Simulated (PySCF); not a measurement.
Stepwise substitution at one centre (Al H-Cl). All species are isolated molecules in the gas phase. Strings in code marks are SMILES.

Method: PySCF with PBE0-D3(BJ)/def2-TZVP. Excitations are Tamm–Dancoff values on a coarser integration grid. The basis has no diffuse functions, so Rydberg states are missing or too high.

```csv
species,LUMO (eV),T1 excitation (TDA) (eV),S1–T1 gap (TDA) (eV),HOMO–LUMO gap (eV)
0 of 3 H replaced by Cl (`[AlH3]`),(withheld),–,–,6.83
1 of 3 H replaced by Cl (`[Cl][AlH2]`),-1.63,5.01,0.44,(withheld)
2 of 3 H replaced by Cl (`[Cl][AlH][Cl]`),-1.43,5.96,0.49,7.89
3 of 3 H replaced by Cl (`[Cl][Al]([Cl])[Cl]`),-1.26,6.42,0.29,(withheld)
```

Question: What belongs in the gaps?

Answer: 
- 0 of 3 H replaced by Cl (`[AlH3]`), LUMO (eV): -1.75
- 1 of 3 H replaced by Cl (`[Cl][AlH2]`), HOMO–LUMO gap (eV): 6.94
- 3 of 3 H replaced by Cl (`[Cl][Al]([Cl])[Cl]`), HOMO–LUMO gap (eV): 8.12
